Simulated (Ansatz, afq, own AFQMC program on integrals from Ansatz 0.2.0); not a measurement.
Two steps: Ansatz 0.2.0 writes the Fock matrix and Cholesky factors of the valence space, and afq projects on them the lowest state that overlaps trial and start.

```yaml
crystal:
  periodic: [false, false, false]
  atoms:
    - {symbol: B, position_ang: [0.000000, 0.000000, 0.000000]}
    - {symbol: H, position_ang: [0.000000, 0.000000, 1.241044]}
basis:
  gaussian: {orbitals: cc-pVQZ}
magnetization: {spin_polarized: false}
correlation: {method: ccsd_t, electrons: outside_noble_gas, hamiltonian_folder: ham}
```

```sh
$ ansatz run in.yaml --threads 1 --pin off --events-out ev --progress --plain --max-ram 16896MiB --backend cuda --devices 0, --max-vram 18GiB
```

afq runs on the folder ham with

```
--method phaseless --trial cisd --walkers 2400 --populations 20 --least-time 60 --time-step 0.005 --steps-per-block 50 --equilibration-blocks 28 --max-blocks 4000 --target-error 0.00012 --factor-cut 1e-05 --seed 8113 --release-times 0.24,0.51,0.99,1.62,2.4 --release-step 0.03 --release-every 3 --taylor-order 6
```

Times are imaginary, in 1/Eh. The walk had a cap of 235 s. With eight or more populations the least sampling time is a fifth of least-time, and the error comes from their spread.

Output of the walk:

```
orbitals 84  electrons 2 2  factors 506 of 506
reference energy -25.13119032 Eh
CCSD correlation -0.10163119 Eh in 11 cycles, weight of the determinant in the CISD state 0.9134
energy of the start -25.232821 Eh
 block  time / (1/Eh)  mean weight  energy / Eh
     1     0.250  1.0000  -25.232659
     2     0.500  0.9998  -25.233004
     3     0.750  0.9999  -25.233339
     4     1.000  0.9998  -25.233659
     5     1.250  0.9999  -25.234028
    12     3.000  1.0001  -25.234948
    19     4.750  0.9997  -25.235019
    21     5.250  0.9999  -25.234761
    26     6.500  1.0000  -25.235451
    33     8.250  1.0001  -25.235248
    40    10.000  0.9996  -25.235113
    43    10.750  0.9996  -25.235822
    47    11.750  1.0001  -25.235276
    54    13.500  1.0001  -25.234913
    61    15.250  1.0000  -25.235061
    68    17.000  1.0003  -25.235076
    75    18.750  1.0000  -25.235268
    78    19.500  1.0000  -25.235583
error from the spread of 20 populations
released: time / (1/Eh)  energy / Eh  error  mean overlap
  0.24  -25.235383  0.000074  0.9974
  0.51  -25.235420  0.000063  0.9945
  0.99  -25.235525  0.000056  0.9875
  1.62  -25.235500  0.000053  0.9834
  2.40  -25.235466  0.000066  0.9745
energy -25.235264 +/- 0.000053 Eh
(rows thinned)
```

The run passed its tests (sampling time, drift between the halves within three errors, error under three times the target), which doesn't prove that it has relaxed.

Against this walk (error 1.4 meV) on the same determinant: CCSD(T) 6.0 meV higher, CCSDT(Q) 7.3 meV lower, full CI 7.7 meV lower. The error is statistical and leaves out the bias of the constraint. Released to 2.40 1/Eh the energy lies 5.5 ± 2.3 meV (both errors) below the phaseless value, which shows part or all of the bias of the constraint, and full CI lies 2.2 meV below the released value. Full CI is exact here, so the walk's 8 meV above it is the walk's own error: the bias of the constraint with this trial.

Cautions: constraint bias not in the error; higher spins were not checked; restricted determinant unstable towards unrestricted (UHF 176 meV lower, ⟨S²⟩ 0.48).

The walk took 71 s on 1 × NVIDIA H100 80GB HBM3 with 2 threads of AMD EPYC 7R13 Processor (Zen 3), on a shared host (the card was shared). The log's last line is the phaseless energy.

CCSDT and higher add their correlation energy to the determinant of the CCSD(T) run, since their own runs factorise the integrals more tightly (a shift of under 2 meV). A walk keeps the symmetry of its determinant, which the program's search chose and which needn't be the lowest solution, so a lower state of the same spin and another symmetry isn't excluded.
